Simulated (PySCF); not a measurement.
## How close CCSD(T) comes to the exact answer in a basis

Each species is computed at the geometry given (Å), with frozen cores, in PySCF 2.14.0: RHF-CCSD(T) for singlets, UHF-CCSD(T) otherwise, and full CI in the same basis. The script picks the determinant by trial CCSD, so it needn't be the lowest Hartree–Fock solution. States: NaCl Σ⁺ or Δ, Si2 Πu, SiH2 A1, CN Σ⁺ or Δ. Cases whose determinant has another symmetry than full CI's state, or whose (Q) step broke down, weren't drawn.

Judging by size, spin and bonding, rank them by the size of CCSD(T)'s error in total energy against full CI in the same basis, smallest first (an estimate).
A. SiH$_{2}$, singlet, 6-31G: Si 0.000 0.000 0.070; H 0.000 1.097 -0.980; H 0.000 -1.097 -0.980
B. NaCl, singlet, 6-31G: Na 0.000 0.000 0.000; Cl 0.000 0.000 2.391
C. Si2, triplet, 6-31G: Si 0.000 0.000 0.000; Si 0.000 0.000 2.260
D. CN, doublet, 6-31G: C 0.000 0.000 0.000; N 0.000 0.000 1.135

B (3.5 meV), A (7.9 meV), C (69.5 meV), D (87.5 meV).

| species | basis | correlated electrons | CCSD(T) − full CI (meV) | CCSDT(Q) − full CI (meV) | unpaired electrons (full CI) | T1 | ⟨S²⟩ of the determinant |
| --- | --- | --- | --- | --- | --- | --- | --- |
| NaCl, singlet | 6-31G | 8 | 3.5 | -0.3 | 0.01 | 0.015 | 0.00 |
| SiH2, singlet | 6-31G | 6 | 7.9 | 0.7 | 0.05 | 0.011 | 0.00 |
| Si2, triplet | 6-31G | 8 | 69.5 | – | 2.21 | 0.023 | 2.02 |
| CN, doublet | 6-31G | 9 | 87.5 | – | 1.13 | 0.085 | 1.12 |

Unpaired electrons are Σ n²(2−n)² over natural occupations; an open shell counts its own unpaired electrons too. Frozen cores follow each run's orbitals, which moves totals by a few meV. A dash: (Q) wasn't run for open shells.
